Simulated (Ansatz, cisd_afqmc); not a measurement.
Seven cases of bond dissociation energy with Al to Br (electronic energies, kcal/mol); geometries: B3LYP-D3(BJ)/def2-TZVP. The cases were drawn at random from those of this class that have a high level and all functionals, leaving out states under which another spin lies or may lie. Left out are anions, K, Ca, elements past Kr, ionisation of Li, Na and Mg, pi-pi* triplets of linear molecules and other triplets made from a closed-shell parent. Runs that doubt their state, and full CI more than 15 mEh from coupled cluster, are set aside; a case stays where another high level and all functionals remain. AFQMC serves as high level only in triple zeta or larger, with a steady walk, a bar under 0.8 kcal/mol and agreement with other high levels or trials where they ran; where none ran, an unstable determinant or (outside 3d species) a high T1 diagnostic also bars it, so strongly correlated cases are thinned. No case was kept or dropped by the size of a functional's miss. High levels with a bar over 0.5 kcal/mol are left out too, and the seventh case lies inside the range of the six. Affinities count positive where energy is released, gaps as the second state minus the first. PBE is by Ansatz (a program for electronic structure) in def2-TZVPD. High levels (Ansatz, AFQMC by cisd_afqmc): P = CCSD(T)/CBS(cc-pV(Q+d)Z,cc-pV(5+d)Z) + [CCSDT(Q) - CCSD(T)]/cc-pV(Q+d)Z + [CCSDTQ - CCSDT(Q)]/cc-pV(D+d)Z + core + X2C; Q = CCSD(T)/CBS(cc-pV(Q+d)Z,cc-pV(5+d)Z) + [CCSDT(Q) - CCSD(T)]/cc-pV(T+d)Z + [CCSDTQ - CCSDT(Q)]/cc-pV(D+d)Z + core + X2C; R = CCSD(T)/CBS(cc-pV(T+d)Z,cc-pV(Q+d)Z) + [CCSDT(Q) - CCSD(T)]/cc-pV(D+d)Z + core + X2C; S = CCSD(T)/CBS(cc-pV(T+d)Z,cc-pV(Q+d)Z) + [CCSDT(Q) - CCSD(T)]/cc-pV(T+d)Z + core + X2C; T = CCSD(T)/CBS(def2-TZVPP,def2-QZVPP) + [AFQMC/CISD - CCSD(T)]/def2-TZVPP. UHF or UKS for unpaired electrons; spin-orbit terms are left out. Cores are frozen in correlated methods (noble-gas shells, and filled d and f shells in the p block). Rows without X2C or -DK are non-relativistic. The Monte Carlo rows (phaseless AFQMC, CISD trial, step 0.005/hartree) carry one-sigma bars that omit the constraint's bias. Outlying blocks are dropped, and bars are widened where a walk drifts. Over all cases where full CI ran beside it in this data, AFQMC minus full CI had a median of +0.1 mEh and passed +0.4 mEh in a tenth of the cases. CBS(X,Y): correlation extrapolated as X^-3, Hartree-Fock from the larger set (Q,5: extrapolated as (X+1)exp(-9√X)). A bracket is a step between two methods taken in the basis named. The functionals are non-relativistic, so their misses hold any scalar relativity. '+ core + X2C': CCSD(T) terms for core correlation (cc-pwCVTZ, 1s frozen past Ne) and scalar relativity (cc-pVTZ-DK). For partners of very few electrons the exact lower level stands in for a higher one.

| case | PBE | level | high level |
|---|---|---|---|
| H4SiO (hydroxysilane, SMILES O[SiH3]) → H3SiO (SMILES [O][SiH3], doublet) + H (doublet) | 118.6 | S | 126.3 |
| SiH3F (fluorosilane, SMILES F[SiH3]) → SiH3 (SMILES [SiH3], doublet) + F (doublet) | 150.4 | Q | 154.5 |
| HOCl (SMILES OCl) → HO (SMILES [OH], doublet) + Cl (doublet) | 65.2 | Q | 59.1 |
| ClF (SMILES FCl) → F (doublet) + Cl (doublet) | 71.9 | P | 62.8 |
| GeHCl3 (trichlorogermane, SMILES [Cl][GeH]([Cl])[Cl]) → GeCl3 (SMILES [Ge]([Cl])([Cl])[Cl], doublet) + H (doublet) | 76.6 | T | 86.0 ± 0.4 |
| C2H3ClF2 (2-chloro-1,1-difluoroethane, SMILES FC(F)CCl) → CHF2 (SMILES F[CH]F, doublet) + CH2Cl (SMILES [CH2]Cl, doublet) | 89.5 | R | 97.3 |
| H4BPO2 (phosphanylboronic acid, SMILES OB(O)P) → H2BO2 (SMILES O[B]O, doublet) + PH2 (SMILES [PH2], doublet) | 84.4 | R | withheld |

**Question.** Fit a straight line from PBE to the high level over the first six rows by least squares, predict the seventh, and compare with the calculation.

**Answer.** Means: PBE 95.37, high level 97.67. Sxx = 5415.77, Sxy = 5995.7, slope 1.1071, intercept -7.91 kcal/mol; residual standard deviation 7.9 kcal/mol. Seventh row: 1.1071·(84.4) -7.91 = 85.5 kcal/mol. The calculation gave 89.3 kcal/mol: the line differs from it by -3.8, PBE itself by -4.9.
